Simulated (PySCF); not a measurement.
Geometry (Å), atoms numbered from 1 in this order:
```xyz
8

C    -1.2441   -0.0041   -0.2464
C     0.0166    0.4298   -0.1727
F     0.3118    1.6644   -0.6156
C     1.2096   -0.3829    0.3913
O     2.3019    0.2040    0.3668
O     0.8956   -1.5191    0.7891
H    -1.4352   -1.0108    0.1245
H    -2.0484    0.6136   -0.6569
```

Total charge -1.

Geometry: PBE0-D3(BJ)/def2-SVP; GIAO shifts from PySCF 2.14.0 with density-fitted response routines, gas phase, non-relativistic, averaged over equivalent atoms.

At PBE0/pcSseg-1 (112 basis functions, 6.4 s wall time on 1 thread of an Arm Neoverse V1, shared host):
| atoms | δ (ppm) |
| --- | --- |
| C2 | 179.2 |
| C4 | 161.5 |
| C1 | 88.2 |
| F3 | -99.5 |
| O5 | 330.2 |
| O6 | 318.0 |
| H7 | 5.06 |
| H8 | 3.89 |

Shifts are taken against calculated references (same method and geometry level): TMS for ¹³C (σ = 184.41 ppm) and ¹H (σ = 31.27 ppm); CFCl3 for ¹⁹F (σ = 177.25 ppm); ¹⁷O (σ = 334.56 ppm) vs H2O.

**Question.** Predict the values at mPW1PW91/pcSseg-2 on the same geometry.

**Answer.** 
```tsv
atoms	δ at mPW1PW91/pcSseg-2	change
C2	185.2	+6.0
C4	166.9	+5.4
C1	90.9	+2.7
F3	-99.1	+0.4
O5	322.7	-7.5
O6	309.3	-8.7
H7	5.38	+0.32
H8	4.00	+0.11
```

References, each an isolated molecule treated in the same way: ¹³C (183.53 ppm) and ¹H (31.29 ppm) vs TMS; ¹⁹F (177.19 ppm) vs CFCl3; ¹⁷O (327.10 ppm) vs H2O.

The largest change is at O6 (carboxylate oxygen). Cost: 244 basis functions, 19 s wall time on 1 thread of an Arm Neoverse V1, shared host. The order of the carbon signals is the same at both levels.

Unscaled 19F shifts against computed CFCl3 carry errors that often reach 10 to 50 ppm. Unscaled 17O shifts of doubly bonded oxygen tend to come out too high, by tens of ppm or more. Experimental scales use liquid or dissolved standards, which lie at an offset from isolated H2O (liquid H2O: subtract about 36 ppm).
